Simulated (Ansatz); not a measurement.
Input file:

```yaml
crystal:
  periodic: [false, false, false]
  atoms:
    - {symbol: Ge, position_ang: [-0.000016, -0.231006, 2.569331]}
    - {symbol: Si, position_ang: [0.000003, -0.477135, 0.238112]}
    - {symbol: Ge, position_ang: [-0.000017, -0.246797, -2.068221]}
    - {symbol: H, position_ang: [0.000031, 0.954938, -0.739221]}
basis:
  gaussian: {orbitals: cc-pVDZ}
magnetization: {spin_polarized: false, initial_magnetization: 3}
hamiltonian: {xc: hf}
output: {forces: true, orbitals: {seedname: orbitals}}
```

```sh
$ ansatz run in.yaml --threads 1 --pin off --events-out ev --progress --plain --max-ram 2393MiB
```

Log:

```
886 factors; integrals over basis functions are off by at most 1.3e-3 eV
mean field evaluation 1: about -120820.0600 eV, gradient 7.6e0 eV
mean field evaluation 2: about -120820.0659 eV, gradient 7.6e0 eV
mean field evaluation 4: about -120820.7591 eV, gradient 1.3e0 eV
mean field evaluation 8: about -120820.7827 eV, gradient 2.1e-2 eV
mean field evaluation 16: about -120820.5295 eV, gradient 1.3e0 eV
mean field evaluation 32: about -120820.7430 eV, gradient 6.2e-1 eV
mean field evaluation 64: about -120817.8239 eV, gradient 2.3e0 eV
mean field evaluation 96: about -120820.7641 eV, gradient 7.5e-1 eV
mean field -120820.78271286 eV, -4440.0818694296 hartree, gradient 3.7e-5 eV, S^2 3.750000; 4 other end points of the search recorded, 0 dependent functions left out
the calculation of the forces begins
reference -120820.78271286 eV, -4440.0818694296 hartree; 41, 38 occupied and 36, 39 virtual orbitals, 886 factors
Total energy: -120820.78271286 eV, -4440.0818694296 hartree
Atom 0 at    -0.000016    -0.231006     2.569331 Å, force     0.000008    -0.003262     0.202435 eV/Å
Atom 1 at     0.000003    -0.477135     0.238112 Å, force    -0.000015     0.069500    -0.218793 eV/Å
Atom 2 at    -0.000017    -0.246797    -2.068221 Å, force     0.000005    -0.166712    -0.170952 eV/Å
Atom 3 at     0.000031     0.954938    -0.739221 Å, force     0.000002     0.100474     0.187310 eV/Å
Dipole moment:     0.000003    -0.093091    -0.269840 e Å
```

Forces (eV/Å):
```
Ge   0.000 -0.003  0.202
Si   0.000  0.069 -0.219
Ge   0.000 -0.167 -0.171
H    0.000  0.100  0.187
```

Ran on 1 thread of Arm Neoverse V1, shared host: 14 s wall, 0.22 GiB peak host memory.
